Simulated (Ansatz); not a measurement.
Species: hydrogen sulfide, H$_{2}$S, net charge 0, singlet state. 
Structure (B3LYP-D3(BJ)/def2-TZVP (Ansatz, an electronic-structure program) minimum search):
```
S
H 1 1.3426
H 1 1.3426 2 92.55
```
Charge 0, spin multiplicity 1.

Basis-set convergence of Hartree-Fock and MP2 correlation energies (hartree) with Ansatz. Valence correlation only, unless marked. Spin-orbit coupling is left out. No relativistic terms.

```csv
basis,functions,E(HF),"E(corr, MP2)"
def2-SVPD,43,-398.57466,-0.15396
def2-TZVPPD,85,-398.70848,-0.19237
def2-QZVPPD,145,-398.71955,-0.20758
```

Extrapolating the two largest sets (X = 3 and 4) as X^-3: E(corr) = (64·(-0.20758) - 27·(-0.19237))/37 = -0.2187 Eh, an estimate of the basis-set limit. The largest set recovers 94.9 % of it, the smallest 70.4 %.
